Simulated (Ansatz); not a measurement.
in.yaml

```yaml
crystal:
  periodic: [false, false, false]
  atoms:
    - {symbol: Al, position_ang: [-1.002061, 0.022483, 0.000000]}
    - {symbol: H, position_ang: [-1.794985, 1.395868, 0.000000]}
    - {symbol: H, position_ang: [-1.794985, -1.350901, 0.000000]}
    - {symbol: H, position_ang: [0.829939, 0.022483, 0.000000]}
    - {symbol: N, position_ang: [1.967939, 0.022483, 0.000000]}
    - {symbol: H, position_ang: [2.237020, -0.981743, 0.000000]}
basis:
  gaussian: {orbitals: def2-SVP}
magnetization: {spin_polarized: true, initial_magnetization: 2}
hamiltonian: {xc: {name: r2SCAN}}
correlation: {method: ccsd_t, electrons: valence, diis_vectors: 12}
output: {forces: true}
```

```sh
$ ansatz run in.yaml --threads 1 --pin off --events-out ev --progress --plain --max-ram 2393MiB
```

Log:

```
510 factors; integrals over basis functions are off by at most 1.5e-3 eV
mean field evaluation 1: about -8139.6827 eV, gradient 2.4e1 eV
mean field evaluation 2: about -8139.6812 eV, gradient 2.4e1 eV
mean field evaluation 4: about -8142.1314 eV, gradient 6.3e0 eV
mean field evaluation 8: about -8142.4974 eV, gradient 1.8e-1 eV
mean field evaluation 16: about -8142.4978 eV, gradient 7.8e-5 eV
mean field evaluation 32: about -8142.2174 eV, gradient 5.0e0 eV
mean field -8142.49775493 eV, -299.2312733104 hartree, gradient 2.7e-6 eV, S^2 2.009275; 4 other end points of the search recorded, 0 dependent functions left out
6 core orbitals not correlated: weight in the atoms' cores, before any rotation towards them, 1.000 or more for the frozen orbitals, at most 0.000 for the correlated occupied ones
reference -8120.30620131 eV, -298.4157487571 hartree; 7, 5 occupied and 39, 41 virtual orbitals, 510 factors
second order -5.93387283 eV of doubles, -0.20414497 eV of singles
cycle   1  -6.69624822 eV  change   -5.6e-1 eV  update   6.0e-2
cycle   2  -6.90797417 eV  change   -2.1e-1 eV  update   2.1e-2
cycle   3  -6.96227771 eV  change   -5.4e-2 eV  update   8.7e-3
cycle   4  -6.96478409 eV  change   -2.5e-3 eV  update   3.2e-3
cycle   5  -6.96535005 eV  change   -5.7e-4 eV  update   1.2e-3
cycle   6  -6.96545608 eV  change   -1.1e-4 eV  update   5.0e-4
cycle   7  -6.96548023 eV  change   -2.4e-5 eV  update   2.0e-4
cycle   8  -6.96552265 eV  change   -4.2e-5 eV  update   8.6e-5
cycle   9  -6.96553705 eV  change   -1.4e-5 eV  update   3.7e-5
cycle  10  -6.96553756 eV  change   -5.1e-7 eV  update   1.6e-5
cycle  11  -6.96553649 eV  change    1.1e-6 eV  update   6.7e-6
cycle  12  -6.96553647 eV  change    2.6e-8 eV  update   2.3e-6
cycle  13  -6.96553653 eV  change   -6.0e-8 eV  update   9.1e-7
cycle  14  -6.96553644 eV  change    8.9e-8 eV  update   3.2e-7
perturbative correction -0.14829364 eV, -0.0054496908 hartree
the calculation of the forces begins
Total energy: -8127.42003139 eV, -298.6771771906 hartree
Atom 0 at    -1.002061     0.022483     0.000000 Å, force    -1.299351     0.000894     0.000000 eV/Å
Atom 1 at    -1.794985     1.395868     0.000000 Å, force    -0.087669     0.056260    -0.000000 eV/Å
Atom 2 at    -1.794985    -1.350901     0.000000 Å, force    -0.113662    -0.074936     0.000000 eV/Å
Atom 3 at     0.829939     0.022483     0.000000 Å, force     1.635600    -0.298128     0.000000 eV/Å
Atom 4 at     1.967939     0.022483     0.000000 Å, force     0.205312     0.425618     0.000000 eV/Å
Atom 5 at     2.237020    -0.981743     0.000000 Å, force    -0.340231    -0.109708     0.000000 eV/Å
Dipole moment:    -0.045332    -0.275915     0.000000 e Å
```

Forces (eV/Å):
```
Al  -1.299  0.001  0.000
H   -0.088  0.056  0.000
H   -0.114 -0.075  0.000
H    1.636 -0.298  0.000
N    0.205  0.426  0.000
H   -0.340 -0.110  0.000
```

Ran on 1 thread of Arm Neoverse V2, shared host: 15 s wall, 0.2 GiB peak host memory.
